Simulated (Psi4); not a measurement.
Psi4 input (wB97X-D/6-31G*):

```
memory 1500 MB

molecule {
-1 1
N    -0.00213402    0.04214599    0.37919140
C    -0.00747060    1.44661146   -0.18378675
C     1.17873129   -0.64720590   -0.07181221
C    -1.17037410   -0.66082446   -0.08351890
H     0.86175233    1.94458640    0.29284521
H    -0.88711575    1.93444762    0.28412978
H     1.27604701   -0.62910707   -1.18225025
H     1.17565772   -1.69085337    0.27324375
H     2.07028400   -0.15669671    0.33315067
H    -1.25682128   -0.64379097   -1.19487271
H    -2.07154558   -0.18070831    0.31251001
H    -1.15863979   -1.70438609    0.26161086
symmetry c1
no_reorient
no_com
}

set {
  basis 6-31G*
  reference rks
  scf_type pk
  dft_radial_points 99
  dft_spherical_points 590
  e_convergence 1e-8
  d_convergence 1e-7
  maxiter 150
}

e = energy('wb97x-d')
print_out(f'\nFINAL {e:.10f} DIPOLE {variable("CURRENT DIPOLE")[0]:.6f} {variable("CURRENT DIPOLE")[1]:.6f} {variable("CURRENT DIPOLE")[2]:.6f}\n')
```

Problem. What final total energy does it give?

Solution. -173.70520 Eh.
